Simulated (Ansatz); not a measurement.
Geometry optimisation, Ansatz, RKS PBE-D4/STO-3G.

The input (input.yaml):

```yaml
crystal:
  periodic: [false, false, false]
  atoms:
    - { symbol: C, position_ang: [-1.7585, 0.8044, -0.329] }
    - { symbol: C, position_ang: [-1.0517, 0.2947, 0.6156] }
    - { symbol: C, position_ang: [0.3793, -0.0549, 0.536] }
    - { symbol: C, position_ang: [1.1943, 0.2772, -0.7706] }
    - { symbol: "N", position_ang: [0.5405, -1.4908, 0.8244] }
    - { symbol: H, position_ang: [-2.8572, 1.0721, -0.1567] }
    - { symbol: H, position_ang: [-1.3927, 1.1073, -1.3167] }
    - { symbol: H, position_ang: [-1.4861, 0.0943, 1.5652] }
    - { symbol: H, position_ang: [0.9228, 0.5137, 1.3919] }
    - { symbol: H, position_ang: [1.0711, 1.3401, -0.9628] }
    - { symbol: H, position_ang: [0.67, -0.2752, -1.5909] }
    - { symbol: H, position_ang: [2.2003, 0.0039, -0.6979] }
    - { symbol: H, position_ang: [0.0572, -1.9855, 0.0693] }
    - { symbol: H, position_ang: [1.4977, -1.7304, 0.8508] }
basis:
  gaussian: { orbitals: STO-3G }
hamiltonian:
  xc: pbe
  dispersion: d4
relax:
  f_tol: 0.02
  max_steps: 40
output:
  orbitals: {}
```

Command:

```bash
$ ansatz run input.yaml --threads 1 --pin off --max-ram 2048MiB --backend cpu --events-out ev --progress --plain --runs-dir out
```

**Question.** Where does it end, and by what steps?

**Answer.** It converged. Limits of this set-up: minimal basis. After 8 steps the energy has fallen by 0.857 eV; N5 moved furthest, 0.16 Å.

| step | energy less start (eV) | largest force component (eV/Å) | accepted |
| --- | --- | --- | --- |
| 0 | 0.0000 | 4.457 | yes |
| 1 | -0.7163 | 1.122 | yes |
| 2 | -0.7601 | 0.968 | yes |
| 3 | -0.7095 | 1.930 | no |
| 4 | -0.8511 | 0.314 | yes |
| 5 | -0.8557 | 0.194 | yes |
| 6 | -0.8522 | 0.176 | no |
| 7 | -0.8572 | 0.087 | yes |
| 8 | -0.8575 | 0.014 | yes |

```xyz
14
Properties=species:S:1:pos:R:3
C -1.783 0.890 -0.353
C -1.072 0.305 0.625
C 0.423 -0.068 0.573
C 1.114 0.284 -0.787
N 0.532 -1.554 0.970
H -2.855 1.114 -0.225
H -1.338 1.179 -1.318
H -1.563 0.028 1.577
H 0.947 0.493 1.385
H 1.046 1.369 -0.992
H 0.637 -0.261 -1.623
H 2.184 0.005 -0.749
H 0.134 -2.058 0.108
H 1.581 -1.754 0.837
```

Whether the end is a true minimum wasn't checked by a vibrational analysis.

The run took 24 s on 1 thread of Arm Neoverse V1, on a shared host, peak memory 0.11 GiB.
